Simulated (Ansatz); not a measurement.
An input meant for B₂NH₇⁻, that is mu-NH2-B2H5 with one electron more (charge -1, doublet; scaled by 1.25).

```yaml
crystal:
  periodic: [false, false, false]
  atoms:
    - {symbol: B, position_ang: [1.620969, 1.959159, -1.080219]}
    - {symbol: N, position_ang: [-1.992781, 1.107171, 1.069942]}
    - {symbol: B, position_ang: [-0.227485, -2.733182, 0.332247]}
    - {symbol: H, position_ang: [2.764710, -1.536555, -1.486304]}
    - {symbol: H, position_ang: [1.127526, 2.970487, -4.186129]}
    - {symbol: H, position_ang: [3.990038, 3.332379, 0.767702]}
    - {symbol: H, position_ang: [-2.093449, 1.948493, 3.733635]}
    - {symbol: H, position_ang: [-4.394818, 1.655931, -0.250044]}
    - {symbol: H, position_ang: [1.034452, -4.169654, 3.026135]}
    - {symbol: H, position_ang: [-1.829136, -4.534203, -1.926939]}
basis:
  gaussian: {orbitals: def2-TZVP}
total_charge: -1
magnetization: {spin_polarized: true, initial_magnetization: 1}
hamiltonian: {xc: {name: r2SCAN}, dispersion: d3bj}
scf: {lower_state_search: light}
output: {forces: true}
```

```sh
$ ansatz run in.yaml --threads 4 --pin off --events-out ev --progress --plain --max-ram 3916MiB
```

Shortened log:

```
Warning: the engine holds no damping parameters fitted to this dispersion correction and functional, so the run takes those fitted to r2scan beside the three-body term, which d3bj leaves out (hamiltonian.dispersion, under Limitations)
Functional definition: r2SCAN
801 factors; their error is unknown
mean field evaluation 1: about -2841.5909 eV, gradient 5.3e1 eV
mean field evaluation 2: about -2478.8578 eV, gradient 2.4e2 eV
mean field evaluation 4: about -2688.7710 eV, gradient 1.6e2 eV
mean field evaluation 8: about -2917.5340 eV, gradient 6.1e0 eV
mean field evaluation 16: about -2923.4491 eV, gradient 1.6e0 eV
mean field evaluation 32: about -2923.5209 eV, gradient 3.7e-5 eV
mean field evaluation 64: about -2920.8619 eV, gradient 8.2e0 eV
mean field evaluation 96: about -2924.4204 eV, gradient 4.3e-5 eV
mean field evaluation 128: about -2921.8148 eV, gradient 7.2e0 eV
mean field evaluation 160: about -2924.2379 eV, gradient 3.0e0 eV
mean field evaluation 192: about -2923.1881 eV, gradient 2.4e0 eV
mean field evaluation 224: about -2923.9497 eV, gradient 2.3e0 eV
mean field evaluation 256: about -2924.3157 eV, gradient 3.2e-3 eV
mean field -2924.52857667 eV, -107.4744428759 hartree, gradient 2.1e-6 eV, S^2 5.557694; 12 other end points of the search recorded, 0 dependent functions left out
reference -2924.52861265 eV, -107.4744441981 hartree; 13, 12 occupied and 122, 123 virtual orbitals, 801 factors
Total energy: -2924.56140630 eV, -107.4756493427 hartree
Atom 0 at     1.620969     1.959159    -1.080219 Å, force     0.244860     0.075336    -0.147008 eV/Å
Atom 1 at    -1.992781     1.107171     1.069942 Å, force    -0.126966     0.070521     0.068174 eV/Å
Atom 2 at    -0.227485    -2.733182     0.332247 Å, force     0.108179    -0.271487    -0.042577 eV/Å
Atom 3 at     2.764710    -1.536555    -1.486304 Å, force    -0.147316     0.081865     0.079224 eV/Å
Atom 4 at     1.127526     2.970487    -4.186129 Å, force     0.025594    -0.089023     0.296894 eV/Å
Atom 5 at     3.990038     3.332379     0.767702 Å, force    -0.237751    -0.122308    -0.158858 eV/Å
Atom 6 at    -2.093449     1.948493     3.733635 Å, force    -0.001869    -0.045528    -0.153724 eV/Å
Atom 7 at    -4.394818     1.655931    -0.250044 Å, force     0.134578    -0.028182     0.082468 eV/Å
Atom 8 at     1.034452    -4.169654     3.026135 Å, force    -0.131386     0.147629    -0.240144 eV/Å
Atom 9 at    -1.829136    -4.534203    -1.926939 Å, force     0.132076     0.181177     0.215550 eV/Å
Dipole moment:    -0.981015     0.545091     0.526776 e Å
```

In this input the geometry is stretched to more than twice its size. Self-consistency was reached. The result belongs to that input, not to the species as meant.

The highest occupied level of an anion often lies above zero with these methods, and sets without diffuse functions describe the outer electron poorly. The charge -1 doublet is spin-contaminated (final ⟨S²⟩ up to 5.56, 0.75 for a pure state).
